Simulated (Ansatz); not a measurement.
`CC1=NCCO1`, relaxed with RKS PBE-D4/def2-SVP in the Gaussian-basis code of Ansatz from a rough embedded geometry. The force threshold is 0.03 eV/Å; the program also tests the step.

Charge 0, multiplicity 1.

Start:

```xyz
13

C     0.996   -0.269    1.866
C     0.317   -0.004    0.586
N     0.197    1.170    0.087
C    -0.722    0.982   -1.121
C    -0.625   -0.532   -1.328
O    -0.201   -1.084   -0.079
H     1.350    0.600    2.326
H     1.844   -0.962    1.613
H     0.317   -0.867    2.561
H    -1.686    1.305   -0.894
H    -0.259    1.480   -1.947
H     0.055   -0.836   -2.084
H    -1.583   -0.982   -1.585
```

```csv
step,energy (eV),largest force (eV/Å),largest move (Å)
1,-7783.4565,4.187,0.000
2,-7783.8160,1.269,0.089
3 (rejected),-7783.6934,2.208,0.112
4,-7783.8818,0.170,0.039
5,-7783.8849,0.100,0.018
6,-7783.8883,0.134,0.150
7,-7783.8906,0.101,0.045
8,-7783.8918,0.027,0.033
9 (rejected),-7783.8915,0.098,0.069
10,-7783.8923,0.030,0.034
11 (rejected),-7783.8915,0.121,0.056
12,-7783.8926,0.017,0.027
```

End:

```xyz
13

C     1.015   -0.314    1.880
C     0.320    0.004    0.600
N     0.021    1.173    0.163
C    -0.656    0.975   -1.120
C    -0.671   -0.565   -1.340
O    -0.024   -1.087   -0.157
H     1.259    0.621    2.412
H     1.944   -0.888    1.682
H     0.371   -0.952    2.520
H    -1.678    1.411   -1.082
H    -0.113    1.516   -1.926
H    -0.096   -0.895   -2.230
H    -1.692   -0.999   -1.403
```

Hardware: 4 threads of an Arm Neoverse V1 on a shared host. Wall time 16 s, peak host memory 0.16 GiB.
